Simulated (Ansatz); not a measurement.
A nudged elastic band was laid between two geometries of AlH₄PSi (7 atoms, charge 0, multiplicity 1).

The calculation used UKS B3LYP-D4/def2-SVP (Ansatz 0.2.0).

```json
{
 "movable images": "5",
 "climbing image": "yes",
 "spring": "5.0 eV/Å²",
 "optimiser": "quadratic models (default)",
 "start path": "through a guess of the saddle point",
 "force threshold": "0.5 eV/Å",
 "iteration limit": "60",
 "end points": "relaxed"
}
```

First end point:

```xyz
7
Properties=species:S:1:pos:R:3
Al -1.163 -0.565 -0.547
Si 0.317 1.013 0.369
P 0.613 -1.297 0.782
H -2.310 -1.103 -1.486
H 1.456 1.716 -0.290
H -0.017 1.660 1.670
H 1.164 -1.493 -0.542
```

Last end point:

```xyz
7
Properties=species:S:1:pos:R:3
Al -1.292 -0.100 -0.571
Si 0.206 1.738 -0.420
P 0.963 -0.476 0.123
H -2.505 -1.072 -0.272
H 1.736 -0.602 1.310
H -0.956 1.270 0.651
H 1.910 -0.826 -0.866
```

Q: Which bonds break or form, and what moves?

A: Bonds broken: Si2–H5. Bonds formed: P3–H5.

Q: Give the energies along the band, and the barrier.

A: The run converged. The highest image is number 2 of 0 to 6, 111.4 kJ/mol above the first end and 61.6 kJ/mol above the last; the last end lies 49.8 kJ/mol above the first. The threshold of 0.5 eV/Å is loose, so the images may lie well off the minimum-energy path. The order of the stationary point at the top wasn't checked. The orbitals were unrestricted but ended closed-shell.

| image | path coordinate (Å) | energy (kJ/mol) | Si2–H5 (Å) | P3–H5 (Å) |
| --- | --- | --- | --- | --- |
| 0 | 0.00 | 0.0 | 1.49 | 3.31 |
| 1 | 0.96 | 38.9 | 1.46 | 2.79 |
| 2 | 1.92 | 111.4 | 1.61 | 1.93 |
| 3 | 2.68 | 86.5 | 1.94 | 1.52 |
| 4 | 3.44 | 85.7 | 2.59 | 1.42 |
| 5 | 4.21 | 70.1 | 3.00 | 1.41 |
| 6 | 4.97 | 49.8 | 3.29 | 1.42 |

Q: What is the geometry of the highest image?

A: 
```xyz
7
Properties=species:S:1:pos:R:3
Al -1.116 -0.441 -0.505
Si 0.192 1.547 -0.032
P 0.824 -1.170 0.532
H -2.417 -1.122 -1.074
H 1.460 0.650 0.399
H -0.336 1.680 1.394
H 1.454 -1.212 -0.758
```

The band took 8 iterations and roughly 2.7 core-minutes.

Run time: 86 s on 2 threads of Intel(R) Xeon(R) Platinum 8488C (Sapphire Rapids) (shared host), peak memory 0.22 GiB.
